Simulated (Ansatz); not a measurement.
A made-up structure of CH4BO (charge +1), closed shell:

```
7
angstrom
B -1.0325 0.4190 -0.6746
O -0.1217 -0.2496 0.1574
C 0.9838 -0.4233 0.6619
H -1.0992 -0.0133 -1.7744
H -0.5625 -0.5513 0.9671
H 1.0982 -1.2556 1.3591
H 1.8135 0.2419 0.4105
```

It is relaxed with PBE-D4/def2-SVP and then PBE0-D4/def2-TZVP (Ansatz 0.2.0). Atoms count as bonded within 1.22 times the sum of their covalent radii (H–H: 0.88 Å). The end point is not checked to be a true minimum.

Question: Does its bonding change? (A judgement: the text doesn't fix the answer.)

Answer: Computed: Yes. Formed: B1–C3; broken: none.

Where it ends: The first stage lowers the energy by 5.35 eV in 30 steps. It ends as CH₄BO ([BH]1[CH2][OH]1), total charge +1:
```csv
atom,x (Å),y (Å),z (Å)
B1,-0.2346,0.2843,-0.4661
O2,-0.4463,-0.9685,0.1722
C3,0.9403,-0.2322,0.3228
H4,-0.9228,1.0165,-1.0748
H5,-1.0603,-1.1718,0.9019
H6,1.1033,0.1307,1.3359
H7,1.7000,-0.8914,-0.0849
```

Labels in which every atom is bracketed show which atoms are joined, not bond orders.

For scale, one of the runs: PBE0-D4/def2-TZVP relaxation, 117 basis functions, launched by `ansatz run in.yaml --threads 2 --pin off --events-out ev --progress --plain --max-ram 4352MiB`. Hardware: 2 CPU threads of an Arm Neoverse V1, shared host. Wall time about 20 s.
